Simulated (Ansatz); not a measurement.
**Pulling the pair apart**

The pair of H3O⁺ (SMILES [OH3+], atoms 1–4) and F2 (SMILES FF, atoms 5–6), both closed shells, in one local arrangement (a lower one may exist), relaxed at PBE0-D4/def2-TZVP:

```xyz
6
angstrom
O 0.1354 0.1190 -0.9657
H 0.8112 -0.4490 -1.3808
H -0.0487 -0.1085 -0.0095
H -0.6695 0.2019 -1.5108
F 0.1030 0.6636 2.2953
F -0.3313 -0.4273 1.5716
```

F2 is shifted rigidly along the line between the mean atom positions of the two fragments (negative: closer). Counterpoise interaction energies in kcal/mol. Program: Ansatz 0.2.0. Basis: def2-TZVPPD. Cores are frozen in the correlated methods.

```
shift (Å)  r2SCAN-D4     HF  PBE0-D4
    -0.16      -5.99  -1.66    -5.60
    -0.08      -6.57  -2.75    -6.23
     0.00      -6.69  -3.34    -6.40
     0.08      -6.53  -3.60    -6.27
     0.20      -6.01  -3.60    -5.81
     0.41      -4.76  -3.12    -4.65
     0.82      -2.72  -1.98    -2.73
     1.64      -0.91  -0.76    -0.95
```

(1) What does CCSD(T) give at these shifts? (To be estimated.)

T1 diagnostic: at most 0.012. The restricted Hartree–Fock reference is unstable towards an unrestricted one here.

Answers

(1) The calculation gives: -4.20, -5.03, -5.36, -5.38, -5.08, -4.15, -2.48, -0.88 kcal/mol. For zero shift, CCSD(T) at an estimated basis limit (MP2 extrapolated from triple and quadruple zeta, plus CCSD(T) − MP2 in triple zeta) gives -5.82 kcal/mol. These are counterpoise interaction energies, counted from the two frozen fragments.

For scale, one of the runs: CCSD(T)/def2-TZVPPD, 171 basis functions, launched by `ansatz run in.yaml --threads 2 --pin off --events-out ev --progress --plain --max-ram 5222MiB`. Hardware: 2 CPU threads of an Arm Neoverse V1, shared host. Wall time 40 s; peak host memory 1.6 GiB.
